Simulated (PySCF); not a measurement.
Species: C4H5O (charge -1).
Atom-mapped SMILES: `[CH2:1]=[CH:2]/[CH:3]=[CH:4]\[O-:5]` (hydrogens: H6, H7 on C1; H8 on C2; H9 on C3; H10 on C4)

Method used: PBE0-D3(BJ)/def2-SVP geometry optimisation, gas phase in PySCF 2.14.0.

Question: Give the optimised bond lengths and angles.

Answer: 
```tsv
bond	length (Å)	order
C1=C2	1.363	double
C2–C3	1.422	single
C3=C4	1.408	double
C4–O5	1.243	single
C1–H6	1.097	single
C1–H7	1.095	single
C2–H8	1.101	single
C3–H9	1.097	single
C4–H10	1.138	single
```

Orders are formal, as drawn. A selection of angles:
```tsv
angle	degrees
C2–C1–H6	121.6
C2–C1–H7	121.5
H6–C1–H7	116.9
C1–C2–C3	129.9
C1–C2–H8	117.6
C3–C2–H8	112.5
C2–C3–C4	122.5
C2–C3–H9	119.8
C4–C3–H9	117.7
C3–C4–O5	129.6
C3–C4–H10	112.4
O5–C4–H10	118.0
```

Dihedral angles: C1–C2–C3–C4 180° (antiperiplanar); C2–C3–C4–O5 0° (synperiplanar).

C2 (alkene CH carbon) is planar (angles 129.9°, 117.6° and 112.5°, sum 360.0°, 0.00 Å off the plane of its three neighbours). Of the pairs four or more bonds apart, O5···H8 is among the closest relative to their van der Waals radii: 2.60 Å, 96 % of the sum of Bondi's values. C1 (terminal =CH2 carbon) is planar (angles 121.6°, 121.5° and 116.9°, sum 360.0°, 0.00 Å off the plane of its three neighbours). C4 (vinylic carbon bearing oxygen) is planar (angles 129.6°, 118.0° and 112.4°, sum 360.0°, 0.00 Å off the plane of its three neighbours). C3 (carbon bonded to 2 C and H) is planar (angles 122.5°, 119.8° and 117.7°, sum 360.0°, 0.00 Å off the plane of its three neighbours). The 5 heavy atoms lie in one plane (0.001 Å rms). The 3 C–C bonds span 1.363 Å (C1=C2, drawn double) to 1.422 Å (C2–C3, drawn single), a spread of 0.059 Å.

Point group: Cs (tolerance 0.08 Å). No PBE0-D3(BJ)/def2-SVP frequencies stand behind this structure, so it isn't proved a minimum. The geometry's basis has no diffuse functions, a weakness for an anion.

The run took 11 s of wall time on Arm Neoverse V2, one thread (shared host). These figures are those of the optimisation.

One conformer stands for the species.
